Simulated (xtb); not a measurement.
xtb input (GFN1-xTB):

```bash
xtb mol.xyz --gfn 1 --opt tight --chrg 0 --uhf 0
```
mol.xyz:
```
2

Si    -0.00000000    -0.00000000    -0.55023231
O      0.00000000     0.00000000     0.96290654
```

Output:

```
           -------------------------------------------------
          |                Calculation Setup                |
           -------------------------------------------------

           -------------------------------------------------
          |                 G F N 1 - x T B                 |
           -------------------------------------------------

        Reference                      10.1021/acs.jctc.7b00118
      * Hamiltonian:
        H0-scaling (s, p, d)           1.850000    2.250000    2.000000
        zeta-weighting                 0.000000
      * Dispersion:
        s8                             2.400000
        a1                             0.630000
        a2                             5.000000
        s9                             0.000000
      * Repulsion:
        kExp                           1.500000
        rExp                           1.000000
      * Coulomb:
        alpha                          2.000000
        third order                    atomic
        anisotropic                    false
      * Halogen bond correction:
        rad-scale                      1.300000
        damping                        0.440000

          ...................................................
          :                      SETUP                      :
          :.................................................:
          :  # basis functions                  14          :
          :  # atomic orbitals                  13          :
          :  # shells                            5          :
          :  # electrons                        10          :
          :  # halogen bonds                     0          :
          :  max. iterations                   250          :
          :  Hamiltonian                  GFN1-xTB          :
          :  restarted?                      false          :
          :  GBSA solvation                  false          :
          :  PC potential                    false          :
          :  electronic temp.          300.0000000     K    :
          :  accuracy                    1.0000000          :
          :  -> integral cutoff          0.2500000E+02      :
          :  -> integral neglect         0.1000000E-07      :
          :  -> SCF convergence          0.1000000E-05 Eh   :
          :  -> wf. convergence          0.2000000E-04 e    :
          :  Broyden damping             0.4000000          :
          :  net charge                          0          :
          :  unpaired electrons                  0          :
          ...................................................

 iter      E             dE          RMSdq      gap      omega  full diag
   1     -6.6140131 -0.661401E+01  0.918E+00    5.37       0.0  T
   2     -6.6201408 -0.612770E-02  0.450E+00    4.87       1.0  T
   3     -6.6207359 -0.595091E-03  0.111E+00    4.71       1.0  T
   4     -6.6220572 -0.132126E-02  0.312E-01    4.60       1.0  T
   5     -6.6220530  0.414957E-05  0.111E-01    4.64       1.0  T
   6     -6.6220709 -0.179010E-04  0.228E-03    4.62      31.0  T
   7     -6.6220709 -0.961980E-08  0.648E-04    4.62     109.2  T
[...]
         #    Occupation            Energy/Eh            Energy/eV
      -------------------------------------------------------------
         1        2.0000           -0.6874268             -18.7058
         2        2.0000           -0.5145047             -14.0004
         3        2.0000           -0.4810010             -13.0887
         4        2.0000           -0.4810010             -13.0887
         5        2.0000           -0.4073794             -11.0854 (HOMO)
         6                         -0.2374864              -6.4623 (LUMO)
         7                         -0.2374864              -6.4623
         8                         -0.1051076              -2.8601
         9                         -0.0483682              -1.3162
        10                         -0.0483682              -1.3162
       ...                                ...                  ...
        13                          1.2146776              33.0531
      -------------------------------------------------------------
                  HL-Gap            0.1698930 Eh            4.6230 eV
             Fermi-level           -0.3224329 Eh           -8.7738 eV

 SCC (total)                   0 d,  0 h,  0 min,  0.002 sec
 SCC setup                      ...        0 min,  0.000 sec (  4.340%)
 Dispersion                     ...        0 min,  0.000 sec (  1.749%)
 classical contributions        ...        0 min,  0.000 sec (  0.473%)
 integral evaluation            ...        0 min,  0.001 sec ( 39.998%)
 iterations                     ...        0 min,  0.000 sec ( 14.439%)
 molecular gradient             ...        0 min,  0.001 sec ( 33.509%)
 printout                       ...        0 min,  0.000 sec (  4.622%)

         :::::::::::::::::::::::::::::::::::::::::::::::::::::
         ::                     SUMMARY                     ::
         :::::::::::::::::::::::::::::::::::::::::::::::::::::
         :: total energy              -6.583359125309 Eh    ::
         :: gradient norm              0.000122749024 Eh/a0 ::
         :: HOMO-LUMO gap              4.623023057038 eV    ::
         ::.................................................::
         :: SCC energy                -6.621887317825 Eh    ::
         :: -> electrostatic           0.056594103682 Eh    ::
         :: repulsion energy           0.038756588074 Eh    ::
         :: dispersion energy         -0.000228395558 Eh    ::
         :: halogen bond corr.         0.000000000000 Eh    ::
         :: add. restraining           0.000000000000 Eh    ::
         :: total charge              -0.000000000000 e     ::
         :::::::::::::::::::::::::::::::::::::::::::::::::::::

           -------------------------------------------------
          |                Property Printout                |
           -------------------------------------------------

    * Orbital Energies and Occupations

         #    Occupation            Energy/Eh            Energy/eV
      -------------------------------------------------------------
         1        2.0000           -0.6874268             -18.7058
         2        2.0000           -0.5145047             -14.0004
         3        2.0000           -0.4810010             -13.0887
         4        2.0000           -0.4810010             -13.0887
         5        2.0000           -0.4073794             -11.0854 (HOMO)
         6                         -0.2374864              -6.4623 (LUMO)
         7                         -0.2374864              -6.4623
         8                         -0.1051076              -2.8601
         9                         -0.0483682              -1.3162
        10                         -0.0483682              -1.3162
        11                          0.1555508               4.2328
        12                          0.1555508               4.2328
        13                          1.2146776              33.0531
      -------------------------------------------------------------
                  HL-Gap            0.1698930 Eh            4.6230 eV
             Fermi-level           -0.3224329 Eh           -8.7738 eV

  Mulliken/CM5 charges         n(s)   n(p)   n(d)
     1Si    0.49596  0.49828   1.804  1.164  0.537
     2O    -0.49596 -0.49828   1.683  4.813  0.000

Wiberg/Mayer (AO) data.
largest (>0.10) Wiberg bond orders for each atom

 ---------------------------------------------------------------------------
     #   Z sym  total        # sym  WBO       # sym  WBO       # sym  WBO
 ---------------------------------------------------------------------------
     1  14 Si   2.321 --     2 O    2.321
     2   8 O    2.321 --     1 Si   2.321
 ---------------------------------------------------------------------------

Topologies differ in total number of bonds
Writing topology from bond orders to xtbtopo.mol

 dipole moment from electron density (au)
     X       Y       Z
   0.0000   0.0000  -2.0490  total (Debye):    5.208

           -------------------------------------------------
          |                Geometry Summary                 |
           -------------------------------------------------

      molecular mass/u    :       44.0849036
   center of mass at/Å    :        0.0000000       0.0000000      -0.0011695
  moments of inertia/u·Å² :        0.0000000E+00   0.2335759E+02   0.2335759E+02
rotational constants/cm⁻¹ :             Infinity   0.7217197E+00   0.7217197E+00

optimized geometry written to: xtbopt.xyz

           -------------------------------------------------
          | TOTAL ENERGY               -6.583359125309 Eh   |
          | GRADIENT NORM               0.000122749024 Eh/α |
          | HOMO-LUMO GAP               4.623023057038 eV   |
           -------------------------------------------------

------------------------------------------------------------------------
------------------------------------------------------------------------
 total:
Note: The following floating-point exceptions are signalling: IEEE_DIVIDE_BY_ZERO IEEE_DENORMAL
normal termination of xtb
 SCF:
 ANC optimizer:
```
